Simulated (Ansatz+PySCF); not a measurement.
## doublet C2H6N: levels of theory in one basis

```tsv
atom	x (Å)	y (Å)	z (Å)
C	1.2614	-0.2442	0.0910
N	0.0877	0.4657	-0.1307
C	-1.2005	-0.1859	0.0295
H	-1.9950	0.4880	-0.2962
H	1.2515	-1.2787	-0.2570
H	2.1919	0.2997	0.0383
H	0.1192	1.4128	0.2371
H	-1.2147	-1.0778	-0.5967
H	-1.3914	-0.4981	1.0624
```

Basis set: cc-pVTZ (spherical functions). Frozen core: 3 orbitals. Correlation on ROHF uses semicanonical orbitals with singles. Charge 0, multiplicity 2.

Computed with Ansatz (development build ahead of 0.2.0); each method stands on the lowest determinant of its kind that the runs found.

```tsv
method	E − E(ROHF) (eV)	<S²> of the determinant
ROHF	0.00	0.75
UHF	-0.13	0.76
ROHF-MP2	-14.92	–
UHF-MP2	-14.90	0.76
```

Is a single determinant a sound starting point here?

By this sign, yes. Unrestricted orbitals gain 0.13 eV and <S²> is 0.76 against 0.75 for a pure state.
